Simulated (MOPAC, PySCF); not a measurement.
Species: disilane, Si2H6, charge 0, multiplicity 1. SMILES: [SiH3][SiH3]
Structure (B3LYP-D3(BJ)/def2-TZVP (Ansatz) minimum search):
```xyz
8

Si     0.0002    -0.0110     1.1721
Si    -0.0002     0.0110    -1.1721
H     -0.0004     1.3752     1.6997
H     -1.2040    -0.7120     1.6803
H      1.2055    -0.7108     1.6798
H      0.0004    -1.3752    -1.6997
H     -1.2055     0.7108    -1.6798
H      1.2040     0.7120    -1.6803
```

Unscaled harmonic wavenumbers (cm⁻¹) in rising order, each level at the stationary point that it reaches from this structure (no distance between atoms moves by over 0.3 Å); the order of modes can differ between levels, and a negative number is imaginary. B3LYP-D3(BJ)/def2-TZVP (PySCF, at the structure above): 135, 369, 369, 425, 633, 633, 854, 926, 944, 944, 959, 959, 2209, 2217, 2218, 2218, 2227, 2227.

AM1 (MOPAC): 38, 335, 335, 410, 479, 479, 701, 716, 800, 800, 802, 802, 2230, 2230, 2231, 2231, 2233, 2238. Zero-point energy 28.7 against 30.7 kcal/mol; where all levels lie over 400 cm⁻¹, the wavenumbers are on average 0.894 times those of B3LYP-D3(BJ)/def2-TZVP.

PM3 (MOPAC): 80, 350, 350, 409, 537, 537, 704, 775, 869, 869, 874, 874, 1893, 1893, 1893, 1893, 1915, 1916. Zero-point energy 26.6 against 30.7 kcal/mol; where all levels lie over 400 cm⁻¹, the wavenumbers are on average 0.869 times those of B3LYP-D3(BJ)/def2-TZVP.

PM6 (MOPAC): 129, 250, 250, 392, 561, 561, 836, 864, 864, 873, 873, 894, 2039, 2050, 2087, 2087, 2088, 2088. Zero-point energy 28.3 against 30.7 kcal/mol; where all levels lie over 400 cm⁻¹, the wavenumbers are on average 0.927 times those of B3LYP-D3(BJ)/def2-TZVP.

PM7 (MOPAC): 162, 436, 452, 452, 576, 576, 833, 841, 861, 861, 867, 867, 2286, 2286, 2288, 2288, 2295, 2300. Zero-point energy 30.8 against 30.7 kcal/mol; where all levels lie over 400 cm⁻¹, the wavenumbers are on average 0.966 times those of B3LYP-D3(BJ)/def2-TZVP.
